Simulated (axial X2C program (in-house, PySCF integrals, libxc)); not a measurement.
**HAlH⁻: properties at the nuclei**

Computed with an in-house all-electron X2C program for linear molecules (integrals from PySCF): two-component X2C with atomic mean-field Coulomb and Gaunt terms, Gaussian nuclei, basis H dyall-v3z, Al dyall-v3z with contracted cores.

H–Al–H held linear, with bonds 1.580 and 1.580 Å (near the PBE0 minimum at charge -1 of the determinant lowest at the starting distance; the state shown can have its own minimum elsewhere, held linear; other orders of the atoms were not compared).

Determinant lowest in the PBE0 search, Ω = 1 (⟨Sz⟩ = 1.00, ⟨Lz⟩ = 0.00 at PBE0), spin on the atoms H -0.05, Al 1.11, H -0.05:

| level | A∥/gI H (MHz) | qzz H (a.u.) | A∥/gI Al (MHz) | qzz Al (a.u.) |
| --- | --- | --- | --- | --- |
| PBE0 | -12 | 0.12 | 48.3 | -0.80 |
| HF | -27.3 | 0.12 | 170 | -0.90 |
| r2SCAN | -15.3 | 0.12 | 103 | -0.76 |

Determinant 0.65 eV from it at PBE0 and this distance, Ω = 0 (closed shell), highest spinor 94% Al p, 5% H p:

```json
{"level": "PBE0", "qzz H (a.u.)": "0.12", "qzz Al (a.u.)": "-0.88"}
{"level": "HF", "qzz H (a.u.)": "0.12", "qzz Al (a.u.)": "-1.03"}
{"level": "r2SCAN", "qzz H (a.u.)": "0.12", "qzz Al (a.u.)": "-0.87"}
```

A∥ (defined per Ω) follows by multiplying with gI = μI/(I μN); qzz is the electric field gradient, eQq0 = 234.96 MHz × Q/barn × qzz. The operators were transformed with the bare-nucleus X2C matrices; with these basis sets, hyperfine constants and field gradients can be off by tens of per cent, and where levels differ in sign neither size nor sign is settled.

With Q(27Al) = 0.1466 barn (Q from Pyykkö, Mol. Phys. 2018), turn the PBE0 values of the first state into constants in MHz.

eQq0(27Al) = 234.96 × (0.1466) × (-0.80) = -27.6 MHz.

The molecule was held linear; bending was not examined, so a bent shape may lie lower.

Each state is one determinant with collinear spin, which with several unpaired electrons need not be a pure state. Unrestricted Hartree–Fock can overshoot spin polarisation at the nuclei. For an anion, determinants above electron detachment, or with a positive highest level, are held by the basis set. A closed determinant beside an open π² or δ² triplet, such as (π1/2)², mixes with its partner pair into the 0⁺ component of the triplet and ¹Σ⁺, so its energy is not that of a level, and 0⁺ can lie lowest. With several open shells hyperfine constants can be off by a factor of several. Open-shell Ω = 0 determinants with evenly filled partner blocks cannot be reached by this program, so the Ω shown need not be the lowest component. The search compared states at one distance, so a state with another bond length can lie lower. Where a field gradient or hyperfine factor spreads by more than a factor of two over the levels, a constant derived from it is not to be relied on. PBE0 term energies can be off by some tenths of an eV.
